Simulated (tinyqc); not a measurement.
Inside a calculation. Method: Hueckel theory of the pi electrons, for the molecule Nc1ccco1 (SMILES; centres numbered as the heavy atoms are written). Computed by tinyqc, a small Python program that keeps every step. Settings: charge = 0. Command: `OMP_NUM_THREADS=1 python tinyqc.py 25363 25364 out.jsonl` (the two numbers bound the seeds that draw the settings). One thread of a shared host (Intel(R) Xeon(R) Processor @ 2.60GHz), about 0.01 s of CPU time with the checks.

## The Hueckel matrix

Centres:
```
centre  z_r, pi electrons of the neutral centre         h
1N                                            2  1.500000
2C                                            1  0.000000
3C                                            1  0.000000
4C                                            1  0.000000
5C                                            1  0.000000
6O                                            2  2.000000
```

Bonds:
```
i  j         k
1  2  0.800000
2  3         1
3  4         1
4  5         1
5  6  0.800000
6  2  0.800000
```

H_rr = alpha + h_r beta, H_rs = k_rs beta for bonded centres.

Hueckel matrix in units of beta (H = alpha + beta A), lower triangle:
```
          1N        2C        3C        4C        5C        6O
1N  1.500000
2C  0.800000  0.000000
3C  0.000000  1.000000  0.000000
4C  0.000000  0.000000  1.000000  0.000000
5C  0.000000  0.000000  0.000000  1.000000  0.000000
6O  0.000000  0.800000  0.000000  0.000000  0.800000  2.000000
```

## Orbitals

pi electrons, sum of z_r less the charge = 8

Diagonalise; E = alpha + x beta with beta < 0, so the largest x are filled first; degenerate levels share their electrons. P = sum n_i c_ri c_si; each orbital has its largest coefficient positive (the first on a tie).

x values: 2.703857  1.777149  1.278900  0.428492  -1.037630  -1.650768

occupations: 2.000000  2.000000  2.000000  2.000000  0.000000  0.000000

coefficients:
```
         MO1        MO2        MO3        MO4        MO5        MO6
1N  0.256708   0.840930  -0.223488   0.362024  -0.184478   0.109074
2C  0.386300   0.291328   0.061767  -0.484889   0.585172  -0.429582
3C  0.213350   0.154902   0.556311  -0.457979  -0.211811   0.605307
4C  0.190569  -0.016045   0.649699   0.288649  -0.365391  -0.569639
5C  0.301921  -0.183415   0.274589   0.581663   0.590951   0.335034
6O  0.782229  -0.387390  -0.373159  -0.049264  -0.309748   0.020718
```

charge and bond-order matrix P, lower triangle:
```
           1N         2C         3C         4C        5C        6O
1N   1.908141
2C   0.309615   0.946065
3C  -0.210195   0.767950   1.177479
4C  -0.010548  -0.061781   0.534825   1.084003
5C   0.144949  -0.403767  -0.155257   0.813553  1.077057
6O  -0.118803   0.380312  -0.156298  -0.202754  0.352209  1.807254
```

## Energy, charges, bond orders

E = sum n x; q_r = z_r - P_rr; bond order p = P_rs; free valence = sqrt(3) - sum of p over the bonds of the atom.

pi energy = 8 alpha + this times beta = 12.376795

pi charges: 1N 0.091859, 2C 0.053935, 3C -0.177479, 4C -0.084003, 5C -0.077057, 6O 0.192746

Bond orders and lengths from R = 1.517 - 0.180 p (angstrom, C-C alone):
```
bond         p         R
1-2   0.309615         -
2-3   0.767950  1.378769
3-4   0.534825  1.420732
4-5   0.813553  1.370560
5-6   0.352209         -
6-2   0.380312         -
```

free valence of the carbons: 2C 0.274173, 3C 0.429276, 4C 0.383673, 5C 0.566289

gap between the highest filled and the next level = 1.466122 |beta|
